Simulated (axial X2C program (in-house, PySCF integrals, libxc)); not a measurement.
## Curves of BH⁺ by EOM-IP-CCSD

Calculated with an in-house all-electron X2C program for linear molecules (integrals from PySCF): two-component X2C with atomic mean-field Coulomb and Gaunt terms, Gaussian nuclei, basis B dyall-v3z, H dyall-v3z with contracted cores.

Energies in eV from the lowest point of the lowest state; states are followed by energy order within each Ω. Reference: BH, 4 electrons correlated in 64 virtual spinors with an MP2 remainder; levels at this size can be off by some tenths of an eV. Masses 11.009 and 1.008 u.

| R (Å) | (1)Ω=1/2 | (3)Ω=1/2 |
| --- | --- | --- |
| 1.142 | 0.0458 | 8.3147 |
| 1.191 | 0.0000 | 7.8609 |
| 1.241 | 0.0126 | 7.4768 |
| 1.297 | 0.0788 | 7.1117 |
| 1.353 | 0.1850 | 6.8044 |
| 1.427 | 0.3660 | 6.4697 |

Problem. Fit the curves (1)Ω=1/2 near their minima.

Solution. At EOM-IP-CCSD from BH (the fit fixes ωe to about one per cent; ωe of higher roots by this method can be off by ten per cent):

| state | Te (cm⁻¹) | Re (Å) | ωe (cm⁻¹) |
| --- | --- | --- | --- |
| (1)Ω=1/2 | 0 | 1.204 | 2547.8 |

For BH at CCSD, and between the minima:

Re = 1.235 Å, ωe = 2358.7 cm⁻¹; removing the electron costs 9.776 eV without zero-point terms.

No minimum in range: (3)Ω=1/2; the order of states may turn beyond it. T1 of the reference reaches 0.014 (Lee–Taylor). Curves followed by order can swap character. Number of frozen shells: B 1 s; H none. Roots with under 60 % one-particle weight at any point are counted in the labels but not shown, and the list ends where the roots sought for some Ω run out; states that need a further excitation are missing and may lie low or lowest. Curves with a minimum but no constants failed the fit check.
